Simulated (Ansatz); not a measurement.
Zinc-blende BP: PBE at its full settings (plane-wave cutoff 520 eV, 12×12×12 k mesh, Fermi–Dirac smearing 0.01 eV, scalar-relativistic PAW data made under PBE) and at cheaper ones, in a cell of 2 atoms with Γ-centred meshes.

```json
[
 {"level and setting": "PBE (Ansatz)", "equilibrium lattice constant a (Å)": "4.548", "bulk modulus B0 (GPa)": "162"},
 {"level and setting": "PBE (2×2×2 k mesh) (Ansatz)", "equilibrium lattice constant a (Å)": "4.694", "bulk modulus B0 (GPa)": "136"},
 {"level and setting": "PBE (4×4×4 k mesh) (Ansatz)", "equilibrium lattice constant a (Å)": "4.558", "bulk modulus B0 (GPa)": "161"},
 {"level and setting": "PBE (6×6×6 k mesh) (Ansatz)", "equilibrium lattice constant a (Å)": "4.550", "bulk modulus B0 (GPa)": "162"},
 {"level and setting": "PBE (Fermi-Dirac smearing of 0.3 eV) (Ansatz)", "equilibrium lattice constant a (Å)": "4.548", "bulk modulus B0 (GPa)": "162"}
]
```

Largest shifts from the full settings: lattice constant a +3.21 % (PBE (2×2×2 k mesh)), against a difference of +0.51 % of the full result from the reference 4.525 Å (measured, static lattice: zero-point anharmonic expansion removed; as tabulated in Mejia-Rodriguez and Trickey (2018), arXiv:1807.09216); bulk modulus -16.0 % (PBE (2×2×2 k mesh)), against a difference of -8.0 % of the full result from the reference 176 GPa (measured, 0 K, zero-point effect removed, our sources range from 168 to 176; as tabulated in Goldzak et al. (2022), arXiv:2208.04865).

The full settings aren't shown to be converged themselves.

Ansatz's density-functional and Hartree–Fock values are scalar-relativistic unless marked +SOC, with PAW data made under PBE.

Run with cheap settings on purpose, which may leave them unconverged: PBE (2×2×2 k mesh), PBE (4×4×4 k mesh), PBE (6×6×6 k mesh), PBE (Fermi-Dirac smearing of 0.3 eV).

Ansatz is a first-principles code.
